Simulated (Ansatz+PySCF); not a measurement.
## singlet C₃H₈: levels of theory in one basis

```
atom    x (Å)    y (Å)    z (Å)
   C   0.0000  -0.2568  -1.2710
   C   0.0000   0.5795   0.0000
   C   0.0000  -0.2568   1.2710
   H   0.0000   0.3730  -2.1741
   H   0.8875  -0.9088  -1.3208
   H  -0.8875  -0.9088  -1.3208
   H  -0.8792   1.2471   0.0000
   H   0.8792   1.2471   0.0000
   H   0.0000   0.3730   2.1741
   H  -0.8875  -0.9088   1.3208
   H   0.8875  -0.9088   1.3208
```

Basis set: def2-SVP (spherical functions). Correlated methods keep 3 orbitals frozen. Charge 0, multiplicity 1.

Computed with Ansatz (development build ahead of 0.2.0); each method stands on the lowest determinant of its kind that the runs found. NEVPT2 correlates all electrons. Active spaces start from the frontier orbitals, and the lowest solution found is given.

```csv
method,E − E(RHF) (eV),<S²> of the determinant
RHF,0.00,0.00
RHF-MP2,-12.12,–
RHF-CCSD,-13.46,–
RHF-CCSD(T),-13.82,–
"CASSCF(2,2)",-0.44,–
```

**Question.** What does SC-NEVPT2(2,2) give on the same scale?

**Answer.** -12.34 eV. NEVPT2 here correlates all electrons, so it doesn't share the others' frozen core.

**Question.** Is a single determinant a sound starting point here?

**Answer.** By this sign, yes. Unrestricted orbitals gain 0.00 eV and <S²> is 0.00 against 0.00 for a pure state. The CASSCF(2,2) natural occupations are 1.98, 0.02.
